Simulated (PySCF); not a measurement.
# O2S: the cost of one run

Computed with PySCF 2.14.0. Level: levels as typed in each script, gas phase, geometry from GFN2-xTB.

**1. The starting structure**

SMILES `O=S=O`, 3 atoms, charge 0, spin multiplicity 1.

Bond lengths: O1–S2 1.434 Å, S2–O3 1.434 Å. Angles: O1–S2–O3 116.4°.

As a file:

```mol
O2S
  3D, bonds by distance, orders not assigned

  3  2  0  0  0  0  0  0  0  0999 V2000
    1.2186   -0.3781    0.0000 O   0  0
    0.0000    0.3781    0.0000 S   0  0
   -1.2186   -0.3781    0.0000 O   0  0
  1  2  8  0
  2  3  8  0
M  END
```

**2. Stretching a bond (6-31g*)**

File input.py:

```python
import numpy as np
from pyscf import gto, scf, mcscf

mol = gto.M(atom='''
O      1.21864    -0.37811     0.00000
S      0.00000     0.37811     0.00000
O     -1.21864    -0.37811     0.00000
''', basis='6-31g*', charge=0, spin=0, verbose=4)
# stretch the bond between atoms 1 and 2, from long to short, fragments rigid
a, b, move = 0, 1, [1, 2]
xyz = mol.atom_coords(unit='Angstrom')
u = xyz[b] - xyz[a]
r0 = np.linalg.norm(u)
rows, last, dm_u = [], None, None
for r in [4.21, 3.31, 2.71, 2.33, 2.03, 1.81, 1.66, 1.5, 1.38]:
    new = xyz.copy()
    new[move] += u / r0 * (r - r0)
    m = mol.set_geom_(new, unit='Angstrom', inplace=False)
    rhf = scf.RHF(m).density_fit(auxbasis='def2-universal-jkfit').run()
    uhf = scf.UHF(m).density_fit(auxbasis='def2-universal-jkfit').newton()
    if dm_u is None:
        c = rhf.mo_coeff
        h = m.nelectron // 2 - 1
        ca, cb = c.copy(), c.copy()
        ca[:, h], cb[:, h] = (c[:, h] + c[:, h + 1]) / 2**.5, (c[:, h] - c[:, h + 1]) / 2**.5
        dm_u = np.array([x[:, :h + 1] @ x[:, :h + 1].T for x in (ca, cb)])
    uhf.kernel(dm0=dm_u)
    for _ in range(3):
        c, _, stable, _ = uhf.stability(return_status=True)
        if stable:
            break
        uhf.kernel(c, uhf.mo_occ)
    dm_u = uhf.make_rdm1()
    mc = mcscf.CASSCF(rhf, 4, 4)
    mc.natorb = True
    mc.fix_spin_(ss=0)
    guess = mcscf.addons.make_natural_orbitals(uhf)[1] if last is None else mcscf.project_init_guess(mc, last.mo_coeff, last.mol)
    mc.kernel(guess)
    last = mc
    act = slice(mc.ncore, mc.ncore + mc.ncas)
    print('r %.3f  RHF %.6f  UHF %.6f  <S^2> %.3f  CASSCF %.6f  occupations' % (r, rhf.e_tot, uhf.e_tot, uhf.spin_square()[0], mc.e_tot), mc.mo_occ[act].round(4))
    rows.append((new, rhf.e_tot, uhf.e_tot, uhf.spin_square()[0], mc.e_tot, mc.mo_occ[act], mc.mo_coeff[:, act], dm_u[0] - dm_u[1], rhf.converged and uhf.converged and mc.converged))
    np.savez('result.npz', **{k: [row[i] for row in rows] for i, k in enumerate('xyz rhf uhf s2 cas occ c spin ok'.split())})
```

Command:

```
$ OMP_NUM_THREADS=1 python input.py
```

What time and memory should one allow on 1 thread of Arm Neoverse V2, shared host?

About 51 s, with a peak of 0.17 GiB.
